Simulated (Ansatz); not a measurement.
## Multireference treatment of CH₄S, singlet

Computed with Ansatz's Gaussian-basis code (development build); CASPT2, NEVPT3, NEVPT4(SD) by development code. Basis cc-pVDZ on C/H, cc-pV(D+d)Z on S, nonrelativistic, 6 orbitals frozen in the corrections. State-specific CASSCF; RHF is the lowest restricted (open-shell) Hartree–Fock solution met. On stretched bonds single-reference methods can fail or change state. Solutions may break the symmetry of the shape. The lowest solution met needn't be the lowest there is, nor hold the orbitals that a chemist would pick.

Geometry:

```xyz
6

C     0.0000   -0.0145   -1.6247
S     0.0000    0.0831    0.9136
H     0.0000   -1.2408    1.1230
H     0.0000    1.0173   -1.9765
H     0.8923   -0.5098   -2.0076
H    -0.8923   -0.5098   -2.0076
```

**Question.** What do CASSCF and its corrections give against RHF in CAS(2,2), and what are the occupations?

**Answer.** CASSCF -1.154 eV, SC-NEVPT2 -8.236 eV, FIC-NEVPT2 -8.239 eV, NEVPT3 -9.177 eV, NEVPT4(SD) -9.447 eV, CASPT2 (IPEA 0) -8.325 eV; occupations 1.82, 0.18. The MRCI reference weight is 0.897.

**Question.** How do single-reference totals in the same basis and frozen core stand against SC-NEVPT2 in CAS(2,2)?

**Answer.** CCSD(T) -1.253 eV, CCSDT -1.285 eV. Coupled cluster stands on the determinant that it favours, which can lie over the RHF solution above, and is in doubt where the occupations are far from 0, 1 and 2.
